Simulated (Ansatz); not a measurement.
## Worked example: building the atomization energy of COF2, singlet

Measured: the G2/97 heats of formation, with zero-point and thermal terms from B3LYP taken off, give an electronic atomization energy of 423.1 kcal/mol (Curtiss et al., J. Chem. Phys. 106, 1063 (1997); Staroverov et al., J. Chem. Phys. 119, 12129 (2003)). The calculation below tries to reproduce it.

Geometry (MP2(full)/6-31G*, from the G2/97 set):

```xyz
4

O     0.0000    0.0000    1.3501
C     0.0000    0.0000    0.1637
F     0.0000    1.0695   -0.6202
F     0.0000   -1.0695   -0.6202
```

Atomization energies (atoms less molecule, kcal/mol) from Ansatz 0.2.0, frozen cores, restricted molecule, unrestricted atoms, sets cc-pVDZ, cc-pVTZ, cc-pVQZ:

| level | DZ | TZ | QZ |
| --- | --- | --- | --- |
| HF | 251.57 | 262.72 | 263.32 |
| CCSD(T) | 380.36 | 405.62 | 413.37 |
| CCSDT | 380.28 | 404.87 | – |
| CCSDT(Q) | 381.35 | 405.82 | – |

**Question.** Extrapolate Hartree–Fock with exp(−5.46 √X) and the CCSD(T) correlation part with X⁻³ (X = 3, 4), add each higher step from the largest set that has it, and compare with the measured value.

**Answer.** Hartree–Fock: 263.32 + (263.32 − 262.72) × 0.301 = 263.50.
Correlation: TZ 142.90, QZ 150.05; (64 × 150.05 − 27 × 142.90) / 37 = 155.27.
Full triples (TZ): 404.87 − 405.62 = -0.75.
(Q) (TZ): 405.82 − 404.87 = 0.95.
Sum: 419.0 kcal/mol, 4.1 below the measured 423.1.

The steps beyond CCSD(T) add 0.20 kcal/mol, while going from QZ to the limit adds 5.40. Core correlation, scalar relativity, spin–orbit terms and the relaxation from this MP2 geometry are missing from the sum, and the measured value has its own uncertainty. A sum this far under the measured value points to those terms.
